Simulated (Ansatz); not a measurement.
# Elastic constant C33 of some elemental solids other than molecular ones

Method: LDA (plane waves, PAW; Ansatz, an electronic-structure program). References are measured values corrected to a static lattice or taken at low temperature (these still hold zero-point motion).

Values in GPa.

```
solid   reference   LDA  error (%)
------  ---------  ----  ---------
hcp Y        80.1     ?          ?
hcp Zr        172   178       +3.5
hcp Zn       68.5  92.8        +35
hcp Mg       66.5  75.8      +14.0
hcp Os       843†   917       +8.8
hcp Be        342   408      +19.3
hcp Ti        191   208       +8.9
```

Task: Estimate the withheld LDA value.

Result: The errors of the other rows run from +3.5 % to +35 %, with a median of +11.4 %; carried to the reference 80.1 it gives 89.2 GPa. The run gives 88.9 GPa (+11.0 %); the row was picked among those where that median comes within half of the row's own error. Over these 7 solids the mean error is +14.4 %, the mean absolute error 14.4 % (median 11.0 %), and the worst case hcp Zn at +35 %; the value is above the reference in 7 of 7 cases.

All these references are low-temperature values that still hold zero-point motion.

Spin–orbit coupling is left out, also for the solids with elements from indium on (hcp Os); its size isn't shown.

† marks references with one source in our tables, § those from which another value on file, of any temperature, differs by over 15 %.

Differences are worked out from the printed values.

Each level is taken at its own relaxed cell. Ansatz's density-functional and Hartree–Fock values are scalar-relativistic unless marked +SOC, with PAW data made under PBE.

Ansatz's runs of these crystals have no spin polarisation.

Not in this set, of the elemental solids other than molecular ones with a reference value in our tables and a result at some level: 8 for a reference at room or unstated temperature (hcp Cd, hcp Co, body-centred tetragonal In, hcp Re, hcp Ru and 3 more). These can be a level's worst cases. Values held back for tests aren't counted. Layered and molecular crystals are counted apart. The metals Ce to Yb are counted apart.

References as tabulated in Elastic Constants of Yttrium Single Crystals in the Temperature Range 4.2-400 K; Clouet (2012), arXiv:1210.1082; Galib et al. (2023), arXiv:2209.08184; Ibrahim et al. (2023), arXiv:2305.03577 and others.
